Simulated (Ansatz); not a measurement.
**Worked example: the step energy**

An elementary step of C2H8Si, closed shell (C₂H₄ (C=C) + SiH₄ → C₂H₈Si (CC[SiH3]); Si–H broken or loosened, Si–C, H–C formed or tightened). “Start” and “end” are the PBE0-D4/def2-TZVP structures reached by relaxing down either side of its saddle point, with the molecules still in contact.

Computed with Ansatz 0.2.0 (basis: def2-TZVPP and def2-QZVPP); correlated methods freeze the cores.

Energies in eV:

| quantity | end | start |
| --- | --- | --- |
| Hartree–Fock, triple zeta (X = 3) | -10050.94917 | -10049.80826 |
| Hartree–Fock, quadruple zeta (X = 4) | -10051.30581 | -10050.16570 |
| MP2 correlation, X = 3 | -13.38884 | -13.08732 |
| MP2 correlation, X = 4 | -14.24527 | -13.93040 |
| CCSD(T) correlation, X = 3 | -15.24958 | -15.07033 |

Work out the step energy at the basis limit: extrapolate Hartree–Fock as E(X) = E∞ + A exp(−7.88 √X) and the MP2 correlation as E(X) = E∞ + B X^−2.97 (the exponents that Neese and Valeev fitted for def2-TZVPP and QZVPP), then add CCSD(T) − MP2 in triple zeta.

Each step is linear, so take the differences first (end − start): Hartree–Fock -1.14091 (X = 3) and -1.14011 (X = 4); MP2 correlation -0.30152 and -0.31487; CCSD(T) correlation -0.17925.
Two points give E∞ = E(4) + w [E(4) − E(3)], with w = 1/(exp(7.88 (2 − √3)) − 1) = 0.1377 for Hartree–Fock and w = 1/((4/3)^2.97 − 1) = 0.7407 for the correlation.
Hartree–Fock: -1.14011 + 0.1377 × 0.00080 = -1.1400 eV.
MP2 correlation: -0.31487 + 0.7407 × (-0.01335) = -0.3248 eV.
CCSD(T) − MP2: -0.17925 − (-0.30152) = 0.1223 eV.
Sum: -1.1400 + (-0.3248) + 0.1223 = -1.3425 eV, or -30.96 kcal/mol. Plain CCSD(T) in triple zeta gives -1.3202 eV, so the larger basis shifts the result by -0.0223 eV.

T1 diagnostic: at most 0.017.

For scale, one of the runs: CCSD(T)/def2-TZVPP, 216 basis functions, launched by `ansatz run in.yaml --threads 2 --pin off --events-out ev --progress --plain --max-ram 4352MiB`. Time: 74 s of wall clock on 2 CPU threads of an Arm Neoverse V1; the host was shared. Peak host memory: 3.1 GiB.
